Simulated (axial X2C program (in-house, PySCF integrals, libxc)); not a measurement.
**Nuclear properties of HSiH⁺**

Calculated with an in-house all-electron X2C program for linear molecules (integrals from PySCF): two-component X2C with atomic mean-field Coulomb and Gaunt terms, Gaussian nuclei, basis H dyall-v3z, Si dyall-v3z with contracted cores.

H–Si–H held linear, with bonds 1.476 and 1.476 Å (near the PBE0 minimum at charge 1 of the determinant lowest at the starting distance; the state shown can have its own minimum elsewhere, held linear; other orders of the atoms were not compared).

Determinant lowest in the PBE0 search, Ω = 1/2 (⟨Sz⟩ = -0.50, ⟨Lz⟩ = 1.00 at PBE0), spin on the atoms H 0.02, Si -0.55, H 0.02:

```
 level  A∥/gI H (MHz)  qzz H (a.u.)  A∥/gI Si (MHz)  qzz Si (a.u.)
  PBE0           25.1          0.14             428          -1.79
    HF           40.1          0.14             130          -1.90
r2SCAN           30.5          0.14             296          -1.77
```

Determinant 0.02 eV from it at PBE0 and this distance, Ω = 3/2 (⟨Sz⟩ = 0.50, ⟨Lz⟩ = 1.00 at PBE0), spin on the atoms H -0.02, Si 0.55, H -0.02:

| level | A∥/gI H (MHz) | qzz H (a.u.) | A∥/gI Si (MHz) | qzz Si (a.u.) |
| --- | --- | --- | --- | --- |
| PBE0 | -2.84 | 0.14 | 229 | -1.80 |
| HF | -7.96 | 0.14 | 317 | -1.91 |
| r2SCAN | -4.59 | 0.14 | 266 | -1.78 |

A∥ (defined per Ω) follows by multiplying with gI = μI/(I μN); qzz is the electric field gradient, eQq0 = 234.96 MHz × Q/barn × qzz. The operators were transformed with the bare-nucleus X2C matrices; with these basis sets, hyperfine constants and field gradients can be off by tens of per cent, and where levels differ in sign neither size nor sign is settled.

Problem. With gI(1H) = 5.5857 (g factors from the IAEA table of nuclear moments by Stone), turn the PBE0 values of the first state into constants in MHz.

Solution. A∥(1H) = 25.1 × 5.5857 = 140 MHz.

The molecule was held linear; bending was not examined, so a bent shape may lie lower.

Each state is one determinant with collinear spin. Unrestricted Hartree–Fock can overshoot spin polarisation at the nuclei. The search compared states at one distance, so a state with another bond length can lie lower. Where a field gradient or hyperfine factor spreads by more than a factor of two over the levels, a constant derived from it is not to be relied on. PBE0 term energies can be off by some tenths of an eV.
